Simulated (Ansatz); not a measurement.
Molecule: methanol, CH4O, charge 0, multiplicity 1. 
Structure (B3LYP-D3(BJ)/def2-TZVP (Ansatz, a quantum-chemistry and plane-wave program) minimum search):
```
C
H 1 1.0891
H 1 1.0957 2 108.34
H 1 1.0957 2 108.34 3 -117.92
O 1 1.4207 2 106.80 3 121.04
H 5 0.9621 1 108.72 2 -180.00
```

Basis-set convergence of Hartree-Fock and MP2 correlation energies (hartree) with Ansatz. Correlated levels leave the core frozen unless marked. No spin-orbit coupling. Non-relativistic.

```
basis    functions       E(HF)  E(corr, MP2)
-------  ---------  ----------  ------------
cc-pVDZ         48  -115.04907      -0.33844
cc-pVTZ        116  -115.08908      -0.42830
cc-pVQZ        230  -115.09858      -0.45962
```

Extrapolating the two largest sets (X = 3 and 4) as X^-3: E(corr) = (64·(-0.45962) - 27·(-0.42830))/37 = -0.4825 Eh, an estimate of the basis-set limit. The largest set recovers 95.3 % of it, the smallest 70.1 %.
